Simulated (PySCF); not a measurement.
**How exact exchange moves a shielding**

Molecule: SMILES O[SiH3], H$_{4}$OSi.

Bonds (- single, = double, # triple, : aromatic): O1-Si2 1.665 Å. O1 carries H3; Si2 carries H4, H5, H6.

GIAO shieldings (ppm, equivalent atoms averaged) in PySCF 2.14 on the PBE0-D3(BJ)/def2-SVP geometry, basis pcSseg-2, gas phase, non-relativistic:

| functional | exact exchange (%) | σ(Si2) |
| --- | --- | --- |
| BLYP | 0 | 351.8 |
| BP86 | 0 | 358.1 |
| PBE | 0 | 358.8 |
| B3LYP | 20 | 365.2 |
| PBE0 | 25 | 376.0 |
| mPW1PW91 | 25 | 375.3 |
| HF | 100 | 424.6 |

**Question.** Fit each shielding as a line in the percentage of exact exchange.

**Answer.** σ(Si2) = 356.1 + 0.69 x (rms 3.0 ppm). The functionals also differ in their semilocal parts, which the line can't hold; Hartree–Fock has no correlation at all.

**Question.** What does the line predict for BHandHLYP (50 %), and what does the run give?

**Answer.** σ(Si2): 390.6 predicted, 385.9 computed ppm.
